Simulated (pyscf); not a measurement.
A first-order saddle from PySCF, ωB97X-D3(BJ)/def2-SVP:

```
Si
H 1 1.4861
H 1 1.5156 2 104.15
O 1 1.8918 2 113.59 3 -94.92
H 4 0.9712 1 118.87 2 157.35
H 4 1.1202 5 119.87 1 -91.78
H 6 1.1587 4 133.78 5 124.57
Si 1 2.3293 2 116.20 3 114.36
H 8 1.4918 1 110.46 2 40.34
H 8 1.4953 9 109.59 7 154.40
H 8 1.4978 9 108.36 10 117.37
```
Charge 0, spin multiplicity 1.

Surface: singlet, charge 0. Lowest wavenumbers (cm⁻¹): 1254i, 93, 144, 260, 385.

Which two sides does it connect, and which bonds change?

disilane (H₃Si–SiH₃) + water (H₂O) <-> HO–SiH₂–SiH₃ + hydrogen (H₂), a four-centre exchange read from left to right: H–Si, H–O broken and O–Si, H–H formed. At ωB97M-D3(BJ)/def2-TZVP it lies +151.0 kJ/mol from the left side and +209.4 kJ/mol from the right (each side as separated species at their lowest minima found). HO–SiH₂–SiH₃ lies 113.1 kJ/mol over its isomer H₃Si–O–SiH₃ (electronic energy, ωB97M-D3(BJ)/def2-TZVP). One saddle was located; it need not be the lowest between these sides.
